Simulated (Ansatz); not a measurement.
# Forces on a displaced structure

CH2BCl (SMILES C=BCl), singlet, displaced at random from a GFN2-xTB minimum.

```xyz
5
angstrom
C -0.4062 -0.4059 0.2609
B 0.5195 0.4660 -0.3172
Cl 1.6805 1.4379 -0.9221
H -1.3316 -0.6858 -0.2405
H -0.4115 -0.8148 1.1989
```

Ansatz 0.2.0; basis: def2-TZVPP; cores frozen in the correlated methods.

CCSD(T) forces from the calculation:
```json
{"atom": "C1", "Fx": "-0.533", "Fy": "0.943", "Fz (eV/Å)": "-2.425"}
{"atom": "B2", "Fx": "-1.506", "Fy": "-1.563", "Fz (eV/Å)": "1.239"}
{"atom": "Cl3", "Fx": "1.332", "Fy": "1.201", "Fz (eV/Å)": "-0.844"}
{"atom": "H4", "Fx": "0.173", "Fy": "0.203", "Fz (eV/Å)": "-0.363"}
{"atom": "H5", "Fx": "0.534", "Fy": "-0.783", "Fz (eV/Å)": "2.393"}
```

Root-mean-square difference of the force components from those of CCSD(T): PBE0-D4 0.197; wB97M-V 0.215; r2SCAN-D4 0.177; PBE-D4 0.179; LC-wPBE 0.289; wB97X-V 0.187 eV/Å.

The T1 diagnostic stays at or below 0.014. These are differences at one structure, and CCSD(T) in triple zeta is itself an approximation.

For scale, one of the runs: CCSD(T)/def2-TZVPP forces, 132 basis functions (an equivalent command: `ansatz run in.yaml --threads 4`). Time: 22 s of wall clock on 4 CPU threads; the host was shared. Peak host memory: 1.1 GiB.
